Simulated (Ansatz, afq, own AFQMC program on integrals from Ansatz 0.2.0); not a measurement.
Two steps: Ansatz 0.2.0 writes the Fock matrix and Cholesky factors of the valence space, and afq projects on them the lowest state that overlaps trial and start.

```yaml
crystal:
  periodic: [false, false, false]
  atoms:
    - {symbol: S, position_ang: [0.899116, 1.116488, -1.330232]}
    - {symbol: Hf, position_ang: [-0.634698, 0.252432, 0.350445]}
    - {symbol: S, position_ang: [-0.284033, -1.956578, 1.311664]}
    - {symbol: S, position_ang: [-2.524728, 1.604854, 1.072634]}
    - {symbol: H, position_ang: [0.192659, 2.270617, -1.427005]}
    - {symbol: H, position_ang: [0.825401, -2.152008, 0.556182]}
    - {symbol: H, position_ang: [-2.932916, 0.636715, 1.930633]}
basis:
  gaussian: {orbitals: def2-SVP}
magnetization: {spin_polarized: true, initial_magnetization: 1}
correlation: {method: ccsd_t, electrons: outside_noble_gas, hamiltonian_folder: ham}
```

```sh
$ ansatz run in.yaml --threads 1 --pin off --events-out ev --progress --plain --max-ram 24576MiB --backend cuda --devices 0, --max-vram 18GiB
```

Options of the walk:

```
--method phaseless --trial cisd --walkers 2200 --populations 20 --least-time 60 --time-step 0.005 --steps-per-block 50 --equilibration-blocks 40 --max-blocks 4000 --target-error 0.0003 --factor-cut 1e-05 --start spin_pure --seed 2261 --release-times 0.24,0.48,0.8,1.2 --release-step 0.04 --release-every 5 --taylor-order 6
```

Times are imaginary, in 1/Eh. The walk had a cap of 361 s. With eight or more populations the least sampling time is a fifth of least-time, and the error comes from their spread. Core potentials past Kr, no spin–orbit coupling.

afq prints:

```
orbitals 82  electrons 13 12  factors 706 of 960
reference energy -1241.55859270 Eh
CCSD correlation -0.52154949 Eh in 12 cycles, weight of the determinant in the CISD state 0.7726
energy of the start -1242.079878 Eh
 block  time / (1/Eh)  mean weight  energy / Eh
     1     0.250  0.9998  -1242.057902
     2     0.500  0.9997  -1242.063914
     3     0.750  0.9999  -1242.072647
     4     1.000  0.9995  -1242.080280
     5     1.250  0.9997  -1242.083899
     7     1.750  0.9997  -1242.090752
     9     2.250  0.9995  -1242.094859
    13     3.250  0.9999  -1242.099471
    19     4.750  1.0000  -1242.102193
    25     6.250  1.0000  -1242.098846
    31     7.750  0.9996  -1242.103347
    37     9.250  1.0009  -1242.100815
    43    10.750  0.9999  -1242.100758
    49    12.250  1.0002  -1242.099474
    55    13.750  1.0003  -1242.102238
    58    14.500  1.0004  -1242.097962
    61    15.250  1.0001  -1242.100269
    67    16.750  0.9998  -1242.101333
    73    18.250  1.0003  -1242.099397
    79    19.750  0.9997  -1242.104052
    82    20.500  0.9997  -1242.105515
    85    21.250  1.0005  -1242.102929
    91    22.750  0.9997  -1242.100873
    97    24.250  0.9999  -1242.100441
   103    25.750  0.9997  -1242.101649
   109    27.250  1.0003  -1242.102568
   115    28.750  1.0006  -1242.099901
   121    30.250  1.0002  -1242.100895
   127    31.750  1.0004  -1242.099780
   133    33.250  0.9999  -1242.103007
   139    34.750  0.9998  -1242.102544
error from the spread of 20 populations
released: time / (1/Eh)  energy / Eh  error  mean overlap
  0.24  -1242.101545  0.000324  0.9989
  0.48  -1242.102270  0.000353  0.9916
  0.80  -1242.101437  0.000377  0.9939
  1.20  -1242.101804  0.000470  0.9901
energy -1242.101250 +/- 0.000250 Eh
(rows thinned)
```

The run passed its tests (sampling time, drift between the halves within three errors, error under three times the target), which doesn't prove that it has relaxed.

Against this walk (error 6.8 meV) on the same determinant: CCSD(T) 66.4 meV higher. The error is statistical and leaves out the bias of the constraint. Released to 1.20 1/Eh the energy moves by -15 ± 14 meV (both errors), within twice the noise.

Cautions: constraint bias not in the error; no spin-orbit coupling; outer-core shells of the metal frozen.

The walk took 5.1 min on 1 × NVIDIA H100 80GB HBM3 with 2 threads of AMD EPYC 7R13 Processor (Zen 3), with other jobs on the host (the card was shared). The log's last line is the phaseless energy.
